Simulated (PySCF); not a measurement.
SMILES C#C (C2H2), CAM-B3LYP/def2-SVP optimised geometry.

```
4

C      0.60     0.00     0.00
C     -0.60     0.00     0.00
H      1.68     0.00     0.00
H     -1.68     0.00     0.00
```

Density from CAM-B3LYP/def2-TZVP (PySCF) at that geometry.

Minimum of the electron density along straight lines between bonded atoms, close to the bond critical point (lines longer than 1.1 times the sum of covalent radii, or with two minima, are not listed):

```tsv
bond	length / Å	ρ at the minimum / e bohr⁻³	∇²ρ there / e bohr⁻⁵	position (fraction from the first atom)
C1–C2	1.204	0.419	-1.19	0.50
C1–H3	1.075	0.285	-1.06	0.67
C2–H4	1.075	0.285	-1.06	0.67
```
